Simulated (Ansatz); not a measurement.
## Worked example: correlation energy of SiH₄, triplet

All five atoms lie in one plane.

Geometry: a point of a stretch scan, not a stationary point.

```xyz
5

Si    0.0006   -0.0578   -0.0574
H    -0.0305    2.8684    2.8485
H    -0.0159   -1.1354    1.0276
H     0.0171    1.0199   -1.1424
H     0.0121   -1.1429   -1.1350
```

Basis cc-pVTZ; Ansatz 0.2.0. Only valence electrons are correlated (noble-gas cores frozen), which leaves 8 electrons in 85 orbitals. Prefix R: restricted or restricted open-shell reference; prefix U: unrestricted.

Full CI isn't at hand for all of this; UCCSDT(Q) serves as the reference, and is uncertain by the last step of the cluster series or more.

UCCSD has a T1 diagnostic of 0.027 and a largest doubles amplitude of 0.06.

Runs differ by some tens of microhartree through their thresholds and, for an open shell, their frozen cores, so steps under 0.03 kcal/mol mean nothing.

| level | total energy (hartree) |
| --- | --- |
| UHF | -291.063764 |
| UMP2 | -291.188594 |
| UCCSD | -291.218654 |
| UCCSD(T) | -291.223670 |
| UCCSDT | -291.224753 |
| UCCSDT(Q) | -291.224948 |

What is the correlation energy at UCCSDT(Q), and what share of it do UMP2 and UCCSD(T) recover?

E(corr) = -291.224948 − (-291.063764) = -0.161184 hartree = -4.386 eV. UMP2: -0.124830 / -0.161184 = 77.45 %. UCCSD(T): -0.159906 / -0.161184 = 99.21 %.

By how many kcal/mol does UCCSD(T) miss UCCSDT(Q) (1 hartree = 627.509 kcal/mol), and which steps make up the rest?

-291.223670 − (-291.224948) = 0.001278 hartree = 0.80 kcal/mol. Steps: UCCSDT − UCCSD(T) = -0.68, UCCSDT(Q) − UCCSDT = -0.12 kcal/mol. Differences between like states or geometries often cancel part of this.
